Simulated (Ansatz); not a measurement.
`Fc1ccccc1`, 12 atoms. Charge 0, multiplicity 1. All runs use 4 threads of an Intel Xeon on a shared host. Correlated methods freeze the cores.

Task: Give the basis size and wall time and peak host memory of each of these runs in Ansatz. RKS ωB97M-V/def2-QZVPP energy; RKS CAM-B3LYP-D4/def2-TZVPP energy; RKS PBE0-D4/def2-TZVP relaxation (4 steps); RHF-CCSD(T)/def2-TZVPP energy; RHF-MP2/def2-QZVPP energy; RKS PBE0-D4/def2-SVP energy; RHF-CCSD(T)/def2-SVP energy; RKS PBE0-D4/def2-TZVP frequencies; RKS r2SCAN-D4/def2-TZVPP energy and forces; RKS B2PLYP (frozen core)/def2-TZVPP energy; RKS ωB97M-V/def2-SVP energy; RKS PBE0-D4/def2-QZVPP energy. (Estimate.)

Result: The calculation gave: Other jobs shared the machine, so times are rough.

```
                              level                   job  functions  wall time  peak host memory (GiB)
               RKS PBE0-D4/def2-SVP                energy        123      1.5 s                    0.29
               RKS ωB97M-V/def2-SVP                energy        123      3.9 s                    0.39
           RKS r2SCAN-D4/def2-TZVPP     energy and forces        287      5.5 s                    0.43
        RKS CAM-B3LYP-D4/def2-TZVPP                energy        287        6 s                    0.88
               RHF-CCSD(T)/def2-SVP                energy        123      9.5 s                    0.89
RKS B2PLYP (frozen core)/def2-TZVPP                energy        287       11 s                    0.93
             RKS PBE0-D4/def2-QZVPP                energy        549       12 s                     2.1
             RKS ωB97M-V/def2-QZVPP                energy        549       22 s                     2.6
              RKS PBE0-D4/def2-TZVP  relaxation (4 steps)        247       25 s                    0.77
                 RHF-MP2/def2-QZVPP                energy        549       42 s                     4.5
              RKS PBE0-D4/def2-TZVP           frequencies        247    4.7 min                    0.79
             RHF-CCSD(T)/def2-TZVPP                energy        287    5.1 min                     4.2
```
